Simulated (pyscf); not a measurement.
Structures and frequencies: ωB97X-D3(BJ)/def2-SVP in PySCF.

Estimate by transition-state theory (the high-pressure limit) the rate constant of `[CH3][CH2][O][Sc]([OH])[OH]` → `[OH][Sc]([OH])[OH]` + `[CH2]=[CH2]` (singlet surface; C–O, C–H broken, H–O formed) at 1200 K, with ωB97M-D3(BJ)/def2-TZVP energies (ideal gas, 1 atm, RRHO with modes under 100 cm⁻¹ raised to 100, one conformer, R ln 2 for chiral ones without a mode under 150 cm⁻¹; no tunnelling).

The electronic barrier is 71.4 kcal/mol and the thermal terms add -6.9, so ΔG‡ = 64.5 kcal/mol. With k_BT/h = 2.50e+13 s⁻¹ and RT = 2.385 kcal/mol, k = 4.4e+01 s⁻¹, a half-life of 1.6e-02 s through this channel alone. Wigner's tunnelling factor for 1658i cm⁻¹ would be 1.16. A shift of 1 kcal/mol in the barrier changes k by a factor 1.5. This is the saddle that the search found; another between the same sides may lie lower.
